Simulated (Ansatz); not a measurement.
# One shape, several levels: NH3 (ammonia)

Aim: a comparison of 6 runs (UHF/3-21G, wB97X/6-31G, BCCD(T)/6-31G, CCSDT/3-21G, UCCSD(T)/3-21G, UCCSD(T)/6-31G) of NH3 (ammonia). 

The calculation is run with Ansatz 0.2.0.

68 further runs of the same task are left out: 68 set aside as unsound or not needed.

### Step 1. Starting point

The species is NH3 (4 atoms), meant as a singlet with charge 0. SMILES: `N`. The H2–N1 distance was set to 2.025 Å, away from the relaxed value. At this shape a bond of the SMILES string is far longer than usual.

Bond lengths: N1–H3 1.013 Å, N1–H4 1.013 Å. Angles: H3–N1–H4 107.7°.

### Step 2. The energy at UHF/3-21G (run 1)

molecule.yaml

```yaml
crystal:
  periodic: [false, false, false]
  atoms:
    - {symbol: "N", position_ang: [-0.628275, 0.786154, -0.537288]}
    - {symbol: H, position_ang: [0.491930, -0.300470, 0.753380]}
    - {symbol: H, position_ang: [-1.452075, 0.242704, -0.763698]}
    - {symbol: H, position_ang: [-0.091925, 0.901574, -1.388438]}
basis:
  gaussian:
    orbitals: 3-21G.json
total_charge: 0
magnetization:
  spin_polarized: true
  initial_magnetization: 0
hamiltonian:
  xc: hf
accuracy: high
```

The basis set 3-21G is read from a file made from the Basis Set Exchange's data (not shown).

Launch:

```bash
$ ansatz run molecule.yaml --threads 1 --pin off --max-ram 2610MiB --events-out events.jsonl --progress --plain --runs-dir runs
```

Standard output:

```text
Warning: RAYON_NUM_THREADS=1 ignored (pool sized by the plan → 1); use --threads N
Functional definition: HF
  name "HF"
  exchange = exact_x
  correlation = 0
287 factors; integrals over basis functions are off by at most 5.2e-9 eV
mean field evaluation 1: about -1511.9814 eV, gradient 2.1e1 eV
mean field evaluation 2: about -1511.9792 eV, gradient 2.1e1 eV
mean field evaluation 4: about -1514.8212 eV, gradient 2.3e0 eV
mean field evaluation 8: about -1514.8643 eV, gradient 4.5e-4 eV
mean field evaluation 16: about -1516.7756 eV, gradient 2.1e0 eV
mean field evaluation 32: about -1516.8952 eV, gradient 1.4e-1 eV
mean field evaluation 64: about -1514.9545 eV, gradient 1.3e0 eV
mean field -1516.89646704 eV, -55.7449169744 hartree, gradient 2.8e-8 eV, S^2 0.890439; 3 other end points of the search recorded, 0 dependent functions left out
reference -1516.89646704 eV, -55.7449169744 hartree; 5, 5 occupied and 10, 10 virtual orbitals, 287 factors
Total energy: -1516.89646704 eV, -55.7449169744 hartree
```

Run time: 0.06 s. Hardware: 1 thread of AMD EPYC 9R45 (Zen 5), shared host.

### Step 3. The energy at wB97X/6-31G (run 2)

run.yaml

```yaml
crystal:
  periodic: [false, false, false]
  atoms:
    - {symbol: "N", position_ang: [-0.628275, 0.786154, -0.537288]}
    - {symbol: H, position_ang: [0.491930, -0.300470, 0.753380]}
    - {symbol: H, position_ang: [-1.452075, 0.242704, -0.763698]}
    - {symbol: H, position_ang: [-0.091925, 0.901574, -1.388438]}
basis:
  gaussian:
    orbitals: 6-31G
accuracy: high
hamiltonian:
  xc: {name: wB97X}
```

Launch:

```bash
$ ansatz run run.yaml --threads 1 --pin off --max-ram 2610MiB --events-out events.jsonl --progress --plain --runs-dir runs
```

Standard output (excerpt; [...] marks lines left out):

```text
Warning: RAYON_NUM_THREADS=1 ignored (pool sized by the plan → 1); use --threads N
Functional definition: wB97X
  name "wB97X"
[...]
      + exact_x_lr(omega)
[...]
      + integral(e_c_pw_opposite_spin*poly(b97_u_opposite, 1, cos1, cos2, cos3, cos4))
349 factors; integrals over basis functions are off by at most 4.0e-9 eV
140 factors; integrals over basis functions are off by at most 1.4e-9 eV
[...]
mean field -1532.85580838 eV, -56.3314119509 hartree, gradient 1.6e-8 eV, S^2 0.000000; 0 other end points of the search recorded, 0 dependent functions left out
reference -1532.85580691 eV, -56.3314118970 hartree; 5, 5 occupied and 10, 10 virtual orbitals, 349 factors
Total energy: -1532.85580691 eV, -56.3314118970 hartree
```

Wall time 0.78 s (1 thread of AMD EPYC 9R45 (Zen 5), shared host); peak memory 0.17 GiB.

### Step 4. A single-point energy at BCCD(T)/6-31G (run 3)

Changes to molecule.yaml since step 2:

```diff
@@ -9,9 +9,10 @@
   gaussian:
-    orbitals: 3-21G.json
-total_charge: 0
+    orbitals: 6-31G
+correlation:
+  method: bccd_t
+  frozen_orbitals: {H: 0, "N": 1}
 magnetization:
-  spin_polarized: true
-  initial_magnetization: 0
-hamiltonian:
-  xc: hf
+  spin_polarized: false
 accuracy: high
+scf:
+  omitted_lower_state_checks: [cluster_reference, increment]
```

Launch:

```bash
$ ansatz run molecule.yaml --threads 1 --pin off --max-ram 2610MiB --events-out events.jsonl --progress --plain --runs-dir runs
```

Standard output:

```text
Warning: RAYON_NUM_THREADS=1 ignored (pool sized by the plan → 1); use --threads N
[... 11 lines left out ...]
1 core orbitals not correlated: weight in the atoms' cores, before any rotation towards them, 1.000 or more for the frozen orbitals, at most 0.000 for the correlated occupied ones
[... 28 lines left out ...]
WARN: these amplitudes may be one of several solutions (largest doubles amplitude 0.38, level shift 0.68 eV)
Total energy: -1528.07692540 eV, -56.1557912406 hartree
Checks for a lower state left out: cluster_reference, increment
```

Run time: 0.1 s. Hardware: 1 thread of AMD EPYC 9R45 (Zen 5), shared host.

Runs 4 to 5 aren't shown in full; the table further down has their settings and results.

### Step 5. The energy at UCCSD(T)/6-31G (run 6)

Changes to molecule.yaml since step 4:

```diff
@@ -11,6 +11,4 @@
 correlation:
-  method: bccd_t
+  method: ccsd_t
   frozen_orbitals: {H: 0, "N": 1}
-magnetization:
-  spin_polarized: false
 accuracy: high
@@ -18 +16,4 @@
   omitted_lower_state_checks: [cluster_reference, increment]
+magnetization:
+  spin_polarized: true
+  initial_magnetization: 0
```

Launch:

```bash
$ ansatz run molecule.yaml --threads 1 --pin off --max-ram 2610MiB --events-out events.jsonl --progress --plain --runs-dir runs
```

Standard output:

```text
Warning: RAYON_NUM_THREADS=1 ignored (pool sized by the plan → 1); use --threads N
[... 13 lines left out ...]
1 core orbitals not correlated: weight in the atoms' cores, before any rotation towards them, 1.000 or more for the frozen orbitals, at most 0.000 for the correlated occupied ones
[... 46 lines left out ...]
Total energy: -1528.00785706 eV, -56.1532530261 hartree
Checks for a lower state left out: cluster_reference, increment
```

Wall time 0.14 s (1 thread of AMD EPYC 9R45 (Zen 5), shared host).

### Step 6. The series

| run | level | frozen core orbitals | energy (Eh) | wall time |
| --- | --- | --- | --- | --- |
| 1 | UHF/3-21G | – | -55.744917 | 0.06 s |
| 2 | wB97X/6-31G | – | -56.331412 | 0.78 s |
| 3 | BCCD(T)/6-31G | 1 | -56.155791 | 0.1 s |
| 4 | CCSDT/3-21G | 1 | -55.863189 | 0.12 s |
| 5 | UCCSD(T)/3-21G | 1 | -55.860934 | 0.12 s |
| 6 | UCCSD(T)/6-31G | 1 | -56.153253 | 0.14 s |

### Step 7. What came out

| quantity | value |
| --- | --- |
| run 6: total energy | -56.15325 Eh |
| run 6: correlation energy (1 core orbital frozen) | -119.7 mEh |
| run 6: (T) correction | -4.47 mEh |
| run 6: ⟨S²⟩ of the reference determinant | 0.886 |
| run 6: T1 diagnostic | 0.084 |

In words: Below the UHF energy at the same shape and in the same basis (3-21G): CCSDT -118.3 mEh; UCCSD(T) -116.0 mEh. Some of these start from another determinant than that one, so these aren't their correlation energies. In runs 3, 4 the log says that unrestricted orbitals would lower the reference, so the values rest on an unstable closed-shell determinant (other closed-shell runs at this shape may share the fault). In run 2 a closed-shell determinant meets a far-stretched bond, which it describes badly. Spin contamination of the reference: run 1 ⟨S²⟩ = 0.89, run 5 ⟨S²⟩ = 0.89, run 6 ⟨S²⟩ = 0.89. Where it is this large, the reference is a mixture of spin states, and values that rest on it are in doubt. All runs together took 1.3 s, the longest 0.78 s.
